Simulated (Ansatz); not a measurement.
ClH+ (`[ClH+]`) radical: measurement beside calculation (Ansatz, PBE0-D4/def2-TZVP geometry).

Z-matrix (Å, degrees):
```
Cl
H 1 1.321
```

Measured: 2568.21258 ± 0.00031 cm⁻¹ (v=1-0 2Pi3/2 Q(3/2) transition, H35Cl+ (3 sigma uncertainty), difference-frequency IR laser spectroscopy); 2566.34959 ± 0.00032 cm⁻¹ (v=1-0 2Pi3/2 Q(3/2) transition, H37Cl+ (3 sigma uncertainty), difference-frequency IR laser spectroscopy). Source: The high resolution infrared spectrum of HCl$^+$, 2016 (arxiv:1612.01398).

Harmonic PBE0-D4 wavenumbers (cm⁻¹, unscaled): 2671. Fundamentals include anharmonicity and usually lie a few per cent under these; harmonic values from spectra compare directly.
